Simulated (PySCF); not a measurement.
**Electric properties by functional and basis**

CH8BN.
Bonds: C1–B2, B2–N3. Hydrogens: H4, H5, H6 on C1; H7, H8 on B2; H9, H10, H11 on N3.

PySCF, dipoles from the SCF density, polarisabilities from static response with core orbitals frozen. Geometry: PBE0-D3(BJ)/def2-SVP; no solvent, vibrations or thermal averaging.

The anisotropy is √(½[(α1 − α2)² + (α2 − α3)² + (α3 − α1)²]).

```json
{"level": "LDA/def2-SVPD", "μ (D)": "5.023", "α (Å³)": "6.99", "anisotropy (Å³)": "0.86"}
{"level": "PBE/def2-SVPD", "μ (D)": "5.017", "α (Å³)": "6.84", "anisotropy (Å³)": "0.84"}
{"level": "B3LYP/def2-SVPD", "μ (D)": "5.071", "α (Å³)": "6.61", "anisotropy (Å³)": "0.71"}
{"level": "PBE0/def2-SVPD", "μ (D)": "5.085", "α (Å³)": "6.53", "anisotropy (Å³)": "0.71"}
{"level": "BHandHLYP/def2-SVPD", "μ (D)": "5.128", "α (Å³)": "6.32", "anisotropy (Å³)": "0.60"}
{"level": "CAM-B3LYP/def2-SVPD", "μ (D)": "5.114", "α (Å³)": "6.49", "anisotropy (Å³)": "0.63"}
{"level": "wB97X-D/def2-SVPD", "μ (D)": "5.135", "α (Å³)": "6.51", "anisotropy (Å³)": "0.64"}
{"level": "LC-wPBE/def2-SVPD", "μ (D)": "5.167", "α (Å³)": "6.29", "anisotropy (Å³)": "0.59"}
{"level": "HF/def2-SVPD", "μ (D)": "5.220", "α (Å³)": "6.04", "anisotropy (Å³)": "0.46"}
{"level": "PBE0/6-31G*", "μ (D)": "5.333", "α (Å³)": "5.07", "anisotropy (Å³)": "0.31"}
{"level": "PBE0/6-31+G*", "μ (D)": "5.257", "α (Å³)": "5.91", "anisotropy (Å³)": "0.51"}
{"level": "PBE0/def2-SVP", "μ (D)": "5.356", "α (Å³)": "5.39", "anisotropy (Å³)": "0.37"}
{"level": "PBE0/aug-cc-pVDZ", "μ (D)": "5.029", "α (Å³)": "6.69", "anisotropy (Å³)": "0.75"}
{"level": "PBE0/def2-TZVP", "μ (D)": "5.140", "α (Å³)": "6.16", "anisotropy (Å³)": "0.57"}
{"level": "PBE0/def2-TZVPD", "μ (D)": "5.033", "α (Å³)": "6.65", "anisotropy (Å³)": "0.76"}
```

The dipole runs from 5.02 D (PBE/def2-SVPD) to 5.36 D (PBE0/def2-SVP). No reference polarisability is at hand; against PBE0 in the largest diffuse basis at hand (def2-TZVPD) the other PBE0 rows deviate by 6-31G* -24%, 6-31+G* -11%, def2-SVP -19%, def2-SVPD -2%, aug-cc-pVDZ +1%, def2-TZVP -7%. In one basis (def2-SVPD) the functionals order the polarisability from HF (lowest) to LDA (highest), a spread of 16%. With PBE0 the polarisability is 5.54 Å³ without diffuse functions (mean of 6-31G*, def2-SVP and def2-TZVP) and 6.44 Å³ with them (mean of 6-31+G*, def2-SVPD, aug-cc-pVDZ and def2-TZVPD).

Without π bonds the low states are Rydberg-like; a valence basis with one diffuse set may place them up to an eV too high.
